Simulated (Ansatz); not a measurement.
Saddle point of MgNH$_{4}$Cl, singlet (MgHCl ([MgH][Cl]) + NH₃ → MgNH₂Cl ([NH2][Mg][Cl]) + H₂; bonds formed: H2–H4; dative contacts that become bonds: Mg1–N5; bonds broken: Mg1–H2, H4–N5), PBE0-D4/def2-TZVP structure:

```json
{"atom": "Mg1", "x (Å)": "-0.7869", "y (Å)": "-0.2191", "z (Å)": "-0.6412"}
{"atom": "H2", "x (Å)": "0.6988", "y (Å)": "-1.4434", "z (Å)": "-0.4233"}
{"atom": "Cl3", "x (Å)": "-2.6031", "y (Å)": "-0.3026", "z (Å)": "-1.8616"}
{"atom": "H4", "x (Å)": "0.8534", "y (Å)": "-0.6667", "z (Å)": "0.1472"}
{"atom": "N5", "x (Å)": "0.4544", "y (Å)": "0.6141", "z (Å)": "0.6649"}
{"atom": "H6", "x (Å)": "0.2979", "y (Å)": "0.6406", "z (Å)": "1.6660"}
{"atom": "H7", "x (Å)": "1.0853", "y (Å)": "1.3772", "z (Å)": "0.4480"}
```

Energies are electronic, without zero-point energy. Barriers and step energies count from the start structure reached by relaxing down the imaginary mode; all methods use the PBE0-D4 structures, on which another method's saddle can fall below an end. Computed with Ansatz 0.2.0 (basis: def2-TZVPP, with def2-QZVPP for the basis limit); correlated methods freeze the cores. The outer core shell of Li, Na, Mg and K is correlated. The def2 sets are not built for correlating such inner shells, so the correlated values are less sure here. B3LYP uses VWN-RPA correlation. Extrapolation: Hartree–Fock as exp(−7.88 √X), correlation as X^−2.97.

| method | barrier (kJ/mol) | step energy (kJ/mol) |
| --- | --- | --- |
| SPW92 | 84.6 | 68.4 |
| PBE-D4 | 96.3 | 58.8 |
| BLYP-D4 | 101.8 | 53.0 |
| r2SCAN-D4 | ? | 57.9 |
| B97M-V | 126.5 | 85.5 |
| PBE0-D4 | 111.2 | 66.0 |
| B3LYP-D4 | 113.4 | 59.6 |
| r2SCAN0-D4 | 113.7 | 63.6 |
| BHLYP-D4 | 131.6 | 68.3 |
| CAM-B3LYP-D4 | 119.6 | 63.6 |
| wB97X-V | 123.7 | 64.2 |
| wB97M-V | 122.9 | 62.6 |
| B2PLYP | ? | 56.2 |
| PBE-QIDH | ? | 63.4 |
| RPA on PBE | 121.3 | 60.3 |
| HF | 166.7 | 78.6 |
| MP2 | 113.9 | 50.1 |
| CCSD | 129.2 | 62.2 |
| CCSD(T) | 122.2 | 59.4 |

Task: Fill in the withheld barriers. (To be estimated.)

Result: The calculation gives: B2PLYP 115.1; PBE-QIDH 118.7; r2SCAN-D4 101.6 kJ/mol. Each is the energy of the saddle less that of the start structure, by the same method.

For comparison, the barrier by CCSD(T) at an estimated basis limit (MP2 extrapolated from triple and quadruple zeta, plus CCSD(T) − MP2 in triple zeta) is 114.3 kJ/mol.

T1 diagnostic: at most 0.009. The start structure is not quite a true minimum (one mode of 49i cm⁻¹).

Labels in which every atom is bracketed show which atoms are joined, not bond orders.

For scale, one of the runs: CCSD(T)/def2-TZVPP, 161 basis functions (an equivalent command: `ansatz run in.yaml --threads 2`). Time: 17 s of wall clock on 2 CPU threads; the host was shared. Peak host memory: 1.4 GiB.
